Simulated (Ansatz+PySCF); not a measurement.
A calculation with PySCF 2.14.0.

```python
from pyscf import gto, scf, mp

mol = gto.M(atom="""
H 0.000000 0.194270 -1.405700
O 0.000000 -0.482220 -0.706830
O 0.000000 0.471920 0.535160
O 0.000000 -0.183970 1.577370
""", basis='cc-pvtz', charge=0, spin=1)
mf = scf.UHF(mol)
mf.kernel()
pt = mp.MP2(mf, frozen=3).run()
print(mf.e_tot, pt.e_corr, pt.e_tot)
```

The script is written out from the run's settings.

Output:

```
Converged                       : yes
Reference energy                : -225.01737 hartree
Correlation energy              : -0.70122 hartree
Total energy                    : -225.71860 hartree
Spin squared of the determinant : 0.769
```

The reference isn't the lowest determinant (another lies 0.38 eV lower), but the same method gives a higher total on the lower determinant.
